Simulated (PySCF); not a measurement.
The electron affinity along the second row

Calculated with PySCF 2.14 from differences of total energies of unrestricted determinants, without spin-orbit coupling. Values in eV. The last column holds reference values (measured affinities from photodetachment; the arrow runs from anion to atom). Unmarked ones compare directly (S terms, centres of terms, or small fine structure); those marked * lie between the lowest fine-structure levels and include a spin-orbit shift.

```json
{"element": "Li (aug-cc-pCVQZ, non-relativistic)", "configurations": "[He] 2s2 → [He] 2s1", "MP2 (valence)": "0.366", "SCS-MP2 (valence)": "0.464", "LDA": "0.590", "PBE": "0.511", "PBE0": "0.493", "r2SCAN": "0.445", "reference": "0.618"}
{"element": "B (aug-cc-pwCVQZ, non-relativistic)", "configurations": "[He] 2s2 2p2 → [He] 2s2 2p1", "MP2 (valence)": "0.225", "SCS-MP2 (valence)": "0.075", "LDA": "0.741", "PBE": "0.619", "PBE0": "0.476", "r2SCAN": "0.586", "reference": "0.280"}
{"element": "C (aug-cc-pwCVQZ, non-relativistic)", "configurations": "[He] 2s2 2p3 → [He] 2s2 2p2", "MP2 (valence)": "1.286", "SCS-MP2 (valence)": "0.991", "LDA": "1.807", "PBE": "1.587", "PBE0": "1.415", "r2SCAN": "1.488", "reference": "1.262"}
{"element": "O (aug-cc-pwCVQZ, non-relativistic)", "configurations": "[He] 2s2 2p5 → [He] 2s2 2p4", "MP2 (valence)": "1.494", "SCS-MP2 (valence)": "1.475", "LDA": "2.060", "PBE": "1.775", "PBE0": "1.387", "r2SCAN": "1.508", "reference": "1.461"}
{"element": "F (aug-cc-pwCVQZ, non-relativistic)", "configurations": "[Ne] → [He] 2s2 2p5", "MP2 (valence)": "3.713", "SCS-MP2 (valence)": "3.537", "LDA": "4.125", "PBE": "3.654", "PBE0": "3.237", "r2SCAN": "3.304", "reference": "3.401"}
```

```csv
method,elements,mean error (eV),mean absolute error (eV),largest error (eV)
MP2 (valence),5,0.013,0.135,0.312
SCS-MP2 (valence),5,-0.096,0.156,-0.271
LDA,5,0.460,0.471,0.724
PBE,5,0.225,0.268,0.340
PBE0,5,-0.003,0.143,0.197
r2SCAN,5,0.062,0.170,0.306
```

The highest occupied level of the anion is positive for Li⁻ at LDA, PBE, PBE0, r2SCAN; B⁻ at LDA, PBE, PBE0, r2SCAN; C⁻ at LDA, PBE, PBE0, r2SCAN; O⁻ at LDA, PBE, PBE0, r2SCAN; F⁻ at LDA, PBE, r2SCAN, so there the basis helps to hold the electron.

Errors include the incompleteness of the basis and the frozen core.

"Valence" correlates the outer s and p shells and, in groups 3 to 12 and the f block, the outer d or f shell, open or full, or the next shell where the ion has no valence electron left; the wider scheme adds the next inner shell.
